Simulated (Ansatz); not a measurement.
```yaml
crystal:
  periodic: [false, false, false]
  atoms:
    - {symbol: C, position_ang: [-0.098609, -2.026722, 0.351454]}
    - {symbol: Xx, position_ang: [-0.530060, -0.760280, -0.069968]}
    - {symbol: C, position_ang: [0.524909, 0.136391, -0.244470]}
    - {symbol: C, position_ang: [-0.056828, 1.495405, -0.592537]}
    - {symbol: C, position_ang: [-0.804513, 2.080937, 0.508969]}
    - {symbol: N, position_ang: [-1.375918, 2.551052, 1.388099]}
    - {symbol: H, position_ang: [-0.983990, -2.651449, 0.463597]}
    - {symbol: H, position_ang: [0.423798, -1.970683, 1.315611]}
    - {symbol: H, position_ang: [0.573859, -2.488222, -0.384760]}
    - {symbol: H, position_ang: [1.134918, 0.208355, 0.667744]}
    - {symbol: H, position_ang: [1.184569, -0.187769, -1.063728]}
    - {symbol: H, position_ang: [0.748169, 2.181762, -0.868794]}
    - {symbol: H, position_ang: [-0.719806, 1.396522, -1.456218]}
basis:
  gaussian: {orbitals: def2-mTZVPP}
hamiltonian: {xc: {name: SPW92}}
output: {forces: true}
```

```sh
$ ansatz run in.yaml --threads 4 --pin off --events-out ev --progress --plain --max-ram 10444MiB
```

Shortened log:

```
Error: YAML parse error: error: line 5 column 16: `Xx` is not an element symbol (H … Og, case-exact)
 --> <input>:5:16
  |
3 |   atoms:
4 |     - {symbol: C, position_ang: [-0.098609, -2.026722, 0.351454]}
5 |     - {symbol: Xx, position_ang: [-0.530060, -0.760280, -0.069968]}
  |                ^ `Xx` is not an element symbol (H … Og, case-exact)
6 |     - {symbol: C, position_ang: [0.524909, 0.136391, -0.244470]}
7 |     - {symbol: C, position_ang: [-0.056828, 1.495405, -0.592537]}
  |
```

Task: Something in this input is off. What?

Result: An element symbol is wrong. The program refused the input.
